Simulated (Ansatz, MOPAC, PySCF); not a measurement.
Gas-phase reaction in SMILES: C=C(C)C -> C=C(C)[CH2] + H atom (the C-H bond breaks)

Property: bond dissociation energy (enthalpy at 298 K), in kcal/mol. Terms: LANL2DZ all-electron up to Ne; open shells spin-unrestricted; spin-orbit terms left out; non-relativistic; six Cartesian d functions in 6-31G* and its kin unless marked 5d; valence correlation only; dispersion terms only where a functional's name holds one. Ab initio and DFT rows: single points at B3LYP-D3(BJ) geometries (Ansatz, an electronic-structure program), with unscaled harmonic terms from B3LYP/6-31G* at its own minima. Semi-empirical rows: MOPAC heats of formation at their own minima for 298 K. A UHF reference is markedly spin-contaminated in at least one set, which strains HF and MP2.

```csv
level,program,bond dissociation energy (enthalpy at 298 K) (kcal/mol)
AM1,MOPAC,76.2
BLYP/6-31G*,Ansatz,84.7
B3LYP/6-31G*,Ansatz,86.6
B3LYP/6-31G**,Ansatz,87.3
PBE0/6-31G*,Ansatz,85.7
M06-2X/6-31G* (5d),PySCF,90.6
MP2/STO-3G,Ansatz,110.0
MP2/3-21G,Ansatz,85.4
MP2/LANL2DZ,Ansatz,82.9
B3PW91/6-31G* (5d),PySCF,85.9
B3LYP/def2-TZVPD,Ansatz,85.3
```

No value to compare with is used here. The 10 habitual levels span 76.2 (AM1) to 110.0 kcal/mol (MP2/STO-3G); B3LYP/def2-TZVPD gives 85.3.

The levels are drawn from those run, B3LYP/6-31G* more often than the rest, none by its result; runs whose electronic state is in doubt are left out.
